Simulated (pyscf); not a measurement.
Single points on ωB97X-D3(BJ)/def2-SVP structures (PySCF, gas phase).

Problem. H₃C–Bi(CH₃)–OH + CH₄ -> H₃C–Bi(CH₃)–CH₃ + H₂O
Surface: singlet. Broken: Bi–O, C–H. Formed: Bi–C, H–O. Give ΔE‡ and ΔE from HF/def2-TZVP, relative to the separated reactants.

Solution. ΔE‡ = 2.93 eV, ΔE = +0.46 eV. ωB97M-D3(BJ)/def2-TZVP gives 2.09 eV and +0.43 eV. Zero-point energy shifts the barrier by -0.05 eV. It is a four-centre exchange, with an imaginary mode of 1073i cm⁻¹. One saddle was located; it need not be the lowest between these sides. Elements past Kr carry the def2 core potentials, without spin-orbit coupling.
